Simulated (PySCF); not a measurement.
## Mg: ionisation energy

Mg [Ne] 3s2 (1S) → Mg⁺ [Ne] 3s1 (2S), as a difference of total energies. All numbers are calculated (PySCF 2.14, scalar relativity by spin-free X2C-1e, in jorge-DZP-DKH). Correlated levels: valence: [Ne] frozen. The calculations carry no spin-orbit coupling.

Task: Order these methods by the ionisation energy they give, lowest first.
A. CCSD (valence)
B. SCS-MP2 (valence)
C. MP2 (valence)
D. MN15

Result: C (7.179 eV), B (7.293 eV), A (7.501 eV), D (7.573 eV).

Errors of the correlated levels include the incompleteness of this basis and the frozen core.

With two correlated electrons CCSD is exact in that space.

For comparison: 7.646 eV (measured; NIST Atomic Spectra Database, ionization energies).
